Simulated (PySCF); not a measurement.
C3H2N (doublet state).
Atom-mapped SMILES: `[H]/[C:1]=[CH:2]\[C:3]#[N:4]` (hydrogens: H5 on C1; H6 on C2)

Cartesian coordinates in Å at the GFN2-xTB level; atoms count from 1:
```xyz
6
C3H2N angstrom
C     -1.1616   -0.3005    0.4891
C     -0.2562    0.4829   -0.0173
C      1.0335    0.0072   -0.3833
N      2.0639   -0.4018   -0.6692
H     -1.2636   -1.3270    0.7555
H     -0.4129    1.5412   -0.1963
```

Computed geometry: GFN2-xTB, gas phase. This method treats the open shell by occupation alone, without spin polarisation.

Take the most abundant isotopes and a rigid rotor. 

Task: Give the principal moments of inertia and the rotational constants in cm⁻¹.

Result: Ia = 10.10, Ib = 91.80, Ic = 101.90 u·Å²; 505379 MHz·u·Å²/I gives 50045, 5505 and 4959 MHz, that is A = 1.66932, B = 0.18363, C = 0.16543 cm⁻¹.

Task: What kind of rotor is it?

Result: A near-prolate asymmetric top; Ray's κ = -0.976.

Task: What does the inertial defect say?

Result: Planar: Δ = Ic − Ia − Ib = 0.00 u·Å². For a rigid frame Δ = −2 Σ m c², so it vanishes when all atoms lie in the ab plane; here none is more than 0.01 Å from it.

Task: Estimate the classical rotational partition function at 25 K, 50 K and 298.15 K.

Result: Point group Cs, symmetry number σ = 1; q = (√π/σ)·√((kT/h)³/(ABC)), k/h = 20836.6 MHz/K: 570 at 25 K, 1610 at 50 K, 23500 at 298.15 K.

For this open shell read J as N, the rotation without spin; fine and hyperfine splittings come on top. No frequency check. Constants of a rigid frame at the computed geometry: no zero-point averaging, no centrifugal distortion.
